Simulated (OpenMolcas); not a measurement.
**HS (SMILES [SH]) at 6 levels**

Aim: a comparison of 6 runs (UHF/def2-TZVPPD, UB3LYP/6-31G*, UPBE0/def2-TZVPPD, USVWN5/def2-TZVPPD, UTPSS/def2-TZVPPD, ROCCSD(T)/def2-TZVPPD) of HS. 

Program for the calculation: OpenMolcas 26.06.

**1. The system as given**

The species is HS (2 atoms), meant as a doublet with charge 0. As SMILES, `[SH]`. The coordinates come from a PBE0-D4/def2-TZVP relaxation.

Bond lengths: S1–H2 1.346 Å.

**2. Energy and forces at UHF/def2-TZVPPD (run 1)**

mol.input reads:

```
&GATEWAY
  BASLIB = $CurrDir
  COORD
  2
  bohr
  S      1.08576104    -0.35490946     0.55833848
  H     -1.08576104     0.35490946    -0.55833848
  BASIS = def2-TZVPPD
  GROUP = NoSym

&SEWARD

&SCF
  UHF
  SPIN = 2
  THRESHOLDS = 1e-10 1e-07 1e-07 1e-05
  PRORBITALS = 1

&ALASKA
```

The basis set def2-TZVPPD is read from a file made from the Basis Set Exchange's data (not shown).

Run with:

```bash
$ export MOLCAS_MEM=1860
$ pymolcas mol.input > mol.log
```

Output:

```text
--- Start Module: gateway ---
[...]
--- Stop Module: gateway /rc=_RC_ALL_IS_WELL_ ---
[...]
      Basis functions           68
[...]
--- Start Module: scf ---
[...]
       Convergence after  14 Iterations
[...]
::    Total SCF energy                               -398.0994968683
[...]
      Total spin, S                                     0.5070770418
[...]
      Total electronic charge=   17.000000
      Total            charge=   -0.000000
[...]
      Dipole Moment (debye):
      Origin of the operator (angstrom)=    0.5394   -0.1763    0.2774
                   X= -7.2012E-01               Y=  2.3539E-01               Z= -3.7031E-01           Total=  8.4327E-01
      Quadrupole Moment (debye*angstrom):
[...]
--- Stop Module: scf /rc=_RC_ALL_IS_WELL_ ---
[...]
--- Start Module: alaska ---
[...]
 *              Molecular gradients               *
 **************************************************
  Irreducible representation: a
 ------------------------------------------------------------------------------------------
                              X                       Y                       Z
 ------------------------------------------------------------------------------------------
  S1                7.17528994904004E-03   -2.34543162566303E-03    3.68979944597614E-03
  H2               -7.17528994903827E-03    2.34543162566303E-03   -3.68979944597614E-03
 ------------------------------------------------------------------------------------------
--- Stop Module: alaska /rc=_RC_ALL_IS_WELL_ ---
[...]
```

It took 3.6 s on 1 thread of Arm Neoverse V2, shared host; peak memory 0.41 GiB.

**3. Energy and forces at UB3LYP/6-31G(d) (spherical functions) (run 2)**

geom.xyz reads:

```xyz
2

S      0.574560    -0.187810     0.295460
H     -0.574560     0.187810    -0.295460
```

calc.inp reads:

```
* HS Kohn-Sham DFT

&GATEWAY
  BasLib=$CurrDir
  Coord=geom.xyz
  Basis=6-31Gs
  Group=NoSym

&SEWARD
  GridInput
  Grid=UltraFine
  End of Grid

&SCF
  UHF
  Spin=2
  KSDFT=B3LYP
  Thresholds=1e-10 1e-07 1e-07 1e-05
  PrOrbitals=1 2

&ALASKA
```

The basis set 6-31G* is read from a file made from the Basis Set Exchange's data (not shown).

Run with:

```bash
$ export MOLCAS_MEM=1860
$ pymolcas calc.inp > calc.log
```

Output:

```text
--- Start Module: gateway ---
[...]
--- Stop Module: gateway /rc=_RC_ALL_IS_WELL_ ---
[...]
      Basis functions           20
[...]
--- Start Module: scf ---
[...]
       Convergence after  11 Iterations
[...]
::    Total KS-DFT energy                            -398.7369859330
[...]
      Total spin, S                                     0.5012101255
[...]
      Total electronic charge=   17.000000
      Total            charge=   -0.000000
[...]
      Dipole Moment (debye):
      Origin of the operator (angstrom)=    0.5394   -0.1763    0.2774
                   X= -9.0992E-01               Y=  2.9743E-01               Z= -4.6791E-01           Total=  1.0655E+00
      Quadrupole Moment (debye*angstrom):
[...]
--- Stop Module: scf /rc=_RC_ALL_IS_WELL_ ---
[...]
--- Start Module: alaska ---
[...]
 *              Molecular gradients               *
 **************************************************
  Irreducible representation: a
 ------------------------------------------------------------------------------------------
                              X                       Y                       Z
 ------------------------------------------------------------------------------------------
  S1               -4.04251504502140E-03    1.32140203042608E-03   -2.07881073342930E-03
  H2                4.04251504501962E-03   -1.32140203042608E-03    2.07881073342975E-03
 ------------------------------------------------------------------------------------------
--- Stop Module: alaska /rc=_RC_ALL_IS_WELL_ ---
[...]
```

Run time: 3.6 s. Hardware: 1 thread of Arm Neoverse V2, shared host; peak memory 0.37 GiB.

Runs 3 to 4 aren't shown in full; the table further down has their settings and results.

**4. Energy and gradient at UTPSS/def2-TZVPPD (run 5)**

mol.xyz reads:

```xyz
2

S      0.574560    -0.187810     0.295460
H     -0.574560     0.187810    -0.295460
```

mol.inp reads:

```
&GATEWAY
BasLib
$CurrDir
Coord
mol.xyz
Basis
def2-TZVPPD
Group
NoSym
&SEWARD
GridInput
Grid=UltraFine
End of Grid
&SCF
UHF
Spin
2
KSDFT
2
1.0 MGGA_X_TPSS
1.0 MGGA_C_TPSS
Thresholds
1e-10 1e-07 1e-07 1e-05
PrOrbitals
0
&ALASKA
```

The basis set def2-TZVPPD is read from a file made from the Basis Set Exchange's data (not shown).

Run with:

```bash
$ export MOLCAS_MEM=1860
$ pymolcas mol.inp > mol.log
```

Output:

```text
--- Start Module: gateway ---
[...]
--- Stop Module: gateway /rc=_RC_ALL_IS_WELL_ ---
[...]
      Basis functions           68
[...]
--- Start Module: scf ---
[...]
       Convergence after 229 Iterations
[...]
::    Total KS-DFT energy                            -398.7785072703
[...]
      Total spin, S                                     0.5025948389
[...]
      Total electronic charge=   17.000000
      Total            charge=   -0.000000
[...]
      Dipole Moment (debye):
      Origin of the operator (angstrom)=    0.5394   -0.1763    0.2774
                   X= -6.4942E-01               Y=  2.1228E-01               Z= -3.3396E-01           Total=  7.6048E-01
      Quadrupole Moment (debye*angstrom):
[...]
--- Stop Module: scf /rc=_RC_ALL_IS_WELL_ ---
[...]
--- Start Module: alaska ---
[...]
 *              Molecular gradients               *
 **************************************************
  Irreducible representation: a
 ------------------------------------------------------------------------------------------
                              X                       Y                       Z
 ------------------------------------------------------------------------------------------
  S1               -2.87295215300620E-02    9.39099736839855E-03   -1.47737827137320E-02
  H2                2.87295215300638E-02   -9.39099736839855E-03    1.47737827137320E-02
 ------------------------------------------------------------------------------------------
--- Stop Module: alaska /rc=_RC_ALL_IS_WELL_ ---
[...]
```

Run time: 3.5 min. Hardware: 1 thread of Arm Neoverse V2, shared host; peak memory 0.41 GiB.

**5. The energy at ROCCSD(T)/def2-TZVPPD (run 6)**

run.inp reads:

```
&GATEWAY
  BasLib=$CurrDir
  Coord
  2
  bohr
  S      1.08576104    -0.35490946     0.55833848
  H     -1.08576104     0.35490946    -0.55833848
  Basis=def2-TZVPPD
  Group=NoSym

&SEWARD

&SCF
  UHF
  Spin=2
  Thresholds=1e-10 1e-07 1e-07 1e-05
  PrOrbitals=0

&RASSCF
  FileOrb=$Project.UnaOrb
  Spin=2
  Nactel=1 0 0
  Inactive=8
  Ras2=1
  OutOrbitals=Canonical
  OrbListing=NoCore

&MOTRA
  JobIph
  Frozen=5

&CCSDT
  CCT
  Triples=3
  Iterations=80
  Accuracy=1e-08
  Extrapolation=5 4
```

The basis set def2-TZVPPD is read from a file made from the Basis Set Exchange's data (not shown).

Run with:

```bash
$ export MOLCAS_MEM=1860
$ pymolcas run.inp > run.log
```

Output:

```text
--- Start Module: gateway ---
[...]
--- Stop Module: gateway /rc=_RC_ALL_IS_WELL_ ---
[...]
      Basis functions           68
[...]
       Convergence after  14 Iterations
[...]
::    Total SCF energy                               -398.0994968683
[...]
      Total spin, S                                     0.5070770418
[...]
      Number of active orbitals                  1
[...]
      Spin quantum number                      0.5
[...]
      Active orbitals                            1
[...]
      Number of CSFs                             1
[...]
      Number of root(s) required                 1
[...]
      Convergence after  7 iterations
[...]
      printout of CI-coefficients larger than  0.05 for root  1
      energy=    -398.093795
      conf/sym  1     Coeff  Weight
             1  u   1.00000 1.00000
      Natural orbitals and occupation numbers for root  1
      sym 1:   1.000000
      ************************************************************************************************************************
      *                                                    Final results                                                     *
[...]
::    RASSCF root number  1 Total energy:   -398.09379453
[...]
      Total electronic charge=   17.000000
      Total            charge=   -0.000000
[...]
      Dipole Moment (debye):
      Origin of the operator (angstrom)=    0.5394   -0.1763    0.2774
                   X= -7.2157E-01               Y=  2.3586E-01               Z= -3.7106E-01           Total=  8.4497E-01
      Quadrupole Moment (debye*angstrom):
[...]
--- Start Module: motra ---
[...]
      *** WARNING: Default frozen orbitals is overwritten by user input.
      *** Default values:   5
[...]
--- Stop Module: motra /rc=_RC_ALL_IS_WELL_ ---
--- Start Module: ccsdt ---
[...]
      Convergence after                    14  Iterations
      Total energy (diff) :    -398.27682972      -0.00000001
[...]
 METHOD                       : CCSD+T(CCSD)+<T3(1)WT1>+<T3(1)UT2> = CCSD(T)
[...]
       CCSD     =      -398.2768297231163
[...]
--- Stop Module: ccsdt /rc=_RC_ALL_IS_WELL_ ---
[...]
```

It took 6.6 s on 1 thread of Arm Neoverse V2, shared host; peak memory 0.41 GiB.

**6. All runs side by side**

```tsv
run	level	integration grid	task	energy (Eh)	dipole moment (D)	HOMO energy (eV)	LUMO energy (eV)	wall time
1	UHF/def2-TZVPPD	–	gradient	-398.099497	0.84	-10.35	-0.09	3.6 s
2	UB3LYP/6-31G* (spherical functions)	UltraFine	gradient	-398.736986	1.07	-7.05	-4.85	3.6 s
3	UPBE0/def2-TZVPPD	UltraFine	gradient	-398.613811	0.79	-7.48	-4.51	9.3 s
4	USVWN5/def2-TZVPPD	UltraFine	gradient	-397.364593	0.79	-6.29	-6.29	6.6 s
5	UTPSS/def2-TZVPPD	UltraFine	gradient	-398.778507	0.76	-6.33	-5.61	3.5 min
6	ROCCSD(T)/def2-TZVPPD	–	energy	-398.283497	–	–	–	6.6 s
```

**7. Outcome**

| quantity | value |
| --- | --- |
| run 6: total energy | -398.28350 Eh |
| run 6: (T) correction | -6.67 mEh |

Over runs 1, 2, 3, 4, 5 the dipole moment (its size) runs from 0.76 D (UTPSS/def2-TZVPPD) to 1.07 D (UB3LYP/6-31G*). The two ends differ in method and basis. Totals of different functionals can't be ranked against each other. All runs together took 4 min, the longest 3.5 min.
